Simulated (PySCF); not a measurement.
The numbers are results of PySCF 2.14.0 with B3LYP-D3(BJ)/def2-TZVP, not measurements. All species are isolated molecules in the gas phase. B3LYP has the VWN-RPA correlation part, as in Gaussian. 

Reference species (SMILES): `F[CH]F` (neutral, multiplicity 2).

```json
{
 "highest_occupied_spin_orbital": "-6.66 eV",
 "dipole_moment": "1.37 D"
}
```

Changed species: `[CH3]` (radical fragment; the reference has radical fragment).

Give the shifts of the highest occupied spin orbital and dipole moment.

the highest occupied spin orbital rises by 0.21 eV, to -6.45 eV; the dipole moment falls by 1.37 D, to 0.00 D.
